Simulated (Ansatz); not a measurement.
# SiH₃ (doublet): from Hartree-Fock to the top rungs at distance H1–H2 along a hydrogen transfer = 0.890 Å, 6-31G

The task here is to estimate one member of a computed series from the others.

The runs use Ansatz 0.2.0, Gaussian basis; 6-31G, core rule «outside noble gas», up to 5 orbitals frozen.

To be run: UHF; CCSD(T) on ROHF; CCSD(T) on UHF; BCCD(T) on ROHF.

11 further runs of the same task are left out: 1 that didn't finish, 10 set aside as unsound or not needed.

**The geometry**

The geometry derives from fragments relaxed apart (PBE0/def2-TZVP) and kept rigid, so it is no stationary point. A hydrogen atom is moved between rigid fragments.

4 atoms, charge 0, spin multiplicity 2.

Atoms are counted from 1 here; the program's logs count them from 0.

Bond lengths: H2–Si3 1.634 Å, Si3–H4 1.532 Å. Angles: H2–Si3–H4 105.0°.

Set-up of the first run:

Contents of in.yaml:

```yaml
crystal:
  periodic: [false, false, false]
  atoms:
    - {symbol: H, position_ang: [-2.402126, 0.047936, 0.000000]}
    - {symbol: H, position_ang: [-1.512126, 0.047936, 0.000000]}
    - {symbol: Si, position_ang: [0.121874, 0.047936, 0.000000]}
    - {symbol: H, position_ang: [0.518309, -1.431577, 0.000000]}
basis:
  gaussian: {orbitals: 6-31G}
magnetization: {spin_polarized: true, initial_magnetization: 1}
hamiltonian: {xc: hf}
output: {orbitals: {seedname: orbitals}}
```

Launch:

```console
ansatz run in.yaml --threads 1 --pin off --events-out ev --progress --plain --max-ram 2393MiB
```

Steps of the session up to this table: UHF; CCSD(T) on ROHF; CCSD(T) on UHF; BCCD(T) on ROHF.

One of the session's tables, all rows but one given; the rest of the session is left out.

| method | from RCCSD(T) (meV) |
| --- | --- |
| ROHF | +2197.5 |
| UHF | +2128.6 |
| RMP2 | +699.7 |
| UMP2 | +743.0 |
| RCCSD | +24.1 |
| UCCSD | ? |
| RCCSD(T) | 0 |
| UCCSD(T) | +0.8 |
| BCCD(T) | 0.0 |

Q: Estimate the row for UCCSD from the others.

As computed: from RCCSD(T) (meV): +29.3. In the column «from RCCSD(T) (meV)» it lies between RCCSD (+24.1) and RMP2 (+699.7).

Limits of these values: Restricted and unrestricted rows rest on different reference determinants; where their highest levels disagree by more than a few hundredths of an eV, they describe different states and don't form one ladder.
